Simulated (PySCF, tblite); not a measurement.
A set of runs on `c1cc[pH]c1`; the geometry of each is named by its level. Settings lines and outputs come from a driver script.

Compound: C₄H₅P.
Bonds: C1–C2, C2–C3 (double), C3–P4, P4–C5, C1–C5 (double). Hydrogens: H6 on C1; H7 on C2; H8 on C3; H9 on P4; H10 on C5.

Step 1: GFN2-xTB geometry optimisation, gas phase (tblite 0.8.0) (from a force-field or distance-geometry start)
```json
{"job": {"kind": "relax", "xc": "GFN2-xTB", "basis": "xTB"}, "charge": 0, "multiplicity": 1}
```
```
step      E/eV     max force
  0    -369.14520    1.562
  1    -369.21606    0.835
  2    -369.25931    0.659
...
 24    -369.31759    0.017
 25    -369.31763    0.019
 26    -369.31766    0.014
 27    -369.31767    0.011
 28    -369.31768    0.007
```

Energy lowered by 4.0 kcal/mol over 28 steps; largest atomic force 0.007 eV/Å at the end. «max force» is the largest atomic force in eV/Å.

Time: 0.11 s. Hardware: one thread, Arm Neoverse V1 (aarch64), shared host with 32 logical CPUs at a one-minute load of 18.

Step 2: GFN2-xTB harmonic vibrations, gas phase (tblite 0.8.0) (on the GFN2-xTB geometry)
```json
{"job": {"kind": "ir", "xc": "GFN2-xTB", "basis": "xTB"}, "charge": 0, "multiplicity": 1}
```
```
(table of modes left out)
```

24 modes from 288 to 3108 cm⁻¹ (unscaled, harmonic); zero-point energy 45.4 kcal/mol; all wavenumbers are real at this level.

On an Arm Neoverse V1 with one thread, shared host with 32 logical CPUs at a one-minute load of 18, this took 0.19 s of wall time.

Step 3: PBE0-D3(BJ)/def2-SVP geometry optimisation, gas phase (PySCF 2.14.0) (from the GFN2-xTB geometry)
```json
{"job": {"xc": "PBE0", "basis": "def2-SVP", "d3": "d3bj", "grid": 1, "shake": 0.01, "kind": "geom"}, "charge": 0, "multiplicity": 1}
```
```
step   0  E = -496.21263926  max force = 0.039613
step   1  E = -496.21752383  max force = 0.007115
step   2  E = -496.21775394  max force = 0.002659
step   3  E = -496.21776576  max force = 0.003093
step   4  E = -496.21781122  max force = 0.001053
step   5  E = -496.21780348  max force = 0.001502
step   6  E = -496.21782532  max force = 0.000324
optimisation converged
```

Final energy -496.21783 Eh after 6 steps; dipole 0.74 D. Energies in Eh; «max force» is the largest Cartesian gradient component in Eh/bohr.

On one thread of an Arm Neoverse V1, shared host with 32 logical CPUs at a one-minute load of 18, this took 24 s and 0.41 GiB of memory at its peak.

Step 4: TDDFT B3LYP/def2-SVPD, vertical, gas phase, core orbitals frozen in the response (PySCF 2.14.0, density-fitted response routines) (on the PBE0-D3(BJ)/def2-SVP geometry)
```json
{"job": {"kind": "uv", "xc": "B3LYP", "basis": "def2-SVPD", "ip": true}, "charge": 0, "multiplicity": 1}
```
```
...
Static polarisability (au): isotropic 69.937, principal 49.144 73.557 87.110
Singlet excitations
state   eV       nm        f      main configurations
  1   4.6623    265.9   0.03987   H->L 0.95
  2   4.9521    250.4   0.09906   H-1->L 0.94
  3   6.1034    203.1   0.00522   H->L+1 0.97
  4   6.2645    197.9   0.00549   H->L+2 0.97
  5   6.5725    188.6   0.00275   H-2->L 0.53, H->L+3 0.35, H-1->L+2 0.10
  6   6.6505    186.4   0.04168   H-1->L+1 0.85, H-1->L+3 0.10
  7   6.7752    183.0   0.02558   H-1->L+2 0.87
  8   6.8176    181.9   0.00301   H-3->L 0.94
  9   6.9950    177.2   0.00411   H->L+4 0.90
 10   7.1999    172.2   0.03791   H->L+5 0.96
Triplet excitations (Tamm-Dancoff, eV): 3.0378 3.8733 5.2500 5.6746
Vertical ionisation energy (delta-SCF) = 8.7877 eV
Vertical electron affinity (delta-SCF) = -0.5859 eV
```

HOMO -6.60 eV, LUMO -1.44 eV; lowest singlet 4.66 eV; lowest triplet 3.04 eV (Tamm–Dancoff); mean polarisability 69.9 au.

Time: 46 s of wall time; peak memory 0.69 GiB. Hardware: an Arm Neoverse V1 with one thread, no GPU, on a shared host.

Step 5: delta-SCF UKS SCAN, pcX-2 on the ionised atom, pcseg-1 elsewhere, spin-free X2C (PySCF 2.14.0) (on the PBE0-D3(BJ)/def2-SVP geometry)
```json
{"job": {"kind": "xps"}, "charge": 0, "multiplicity": 1}
```
```
...
ground state, core basis on atom 0 (C), 130 functions
  E(ground) = -497.47864336 Eh
hole in C 1s of atom 0
  E(ion) = -486.80565642 Eh   <S^2> = 0.8337   hole on atom = 1.000   binding energy = 290.427 eV
ground state, core basis on atom 2 (C), 130 functions
  E(ground) = -497.47841724 Eh
hole in C 1s of atom 2
  E(ion) = -486.81981815 Eh   <S^2> = 0.8152   hole on atom = 1.000   binding energy = 290.035 eV
ground state, core basis on atom 3 (P), 141 functions
  E(ground) = -497.56342279 Eh
hole in P 1s of atom 3
  E(ion) = -418.54553667 Eh   <S^2> = 0.7519   hole on atom = 1.000   binding energy = 2150.186 eV
hole in P 2p of atom 3
  E(ion) = -492.53633017 Eh   <S^2> = 0.7535   hole on atom = 1.002   binding energy = 136.794 eV
  2p3/2 = 136.566 eV   2p1/2 = 137.458 eV
```

C1s of C1 290.43 eV; C1s of C3 290.04 eV; P1s of P4 2150.19 eV; P2p of P4 136.86 eV (mean of the 2p shell); one atom stands for each set of equivalent ones. SCF cycles are left out; they run on a coarse grid, and E(ground) and E(ion) are re-evaluated on a finer one. For a 2p shell the printed binding energy is that of one 2p hole without spin–orbit coupling; the 2p3/2 and 2p1/2 values follow from a further step that adds the ground-state splitting of the three 2p orbitals and a mean-field spin–orbit operator, and the shell mean corrects the one hole to the average of the three. The log counts atoms from 0, this text from 1.

The run took 23 s on one thread of an Arm Neoverse V1, shared host with 32 logical CPUs at a one-minute load of 18, and the process peaked at 0.53 GiB of memory.

Geometry of the electronic-property runs (PBE0-D3(BJ)/def2-SVP):
```
atom  x, y, z in Å
C1    -0.3008   -1.0003    0.3973
C2     1.0547   -0.5743    0.0909
C3     1.1617    0.7339   -0.2548
P4    -0.4808    1.4611   -0.4224
C5    -1.2312   -0.0180    0.2877
H6    -0.5357   -2.0282    0.6876
H7     1.9046   -1.2610    0.1362
H8     2.0911    1.2343   -0.5313
H9    -0.5116    2.3582    0.6874
H10   -2.3004   -0.1461    0.4633
```

 (This holds for the electronic-property runs.)
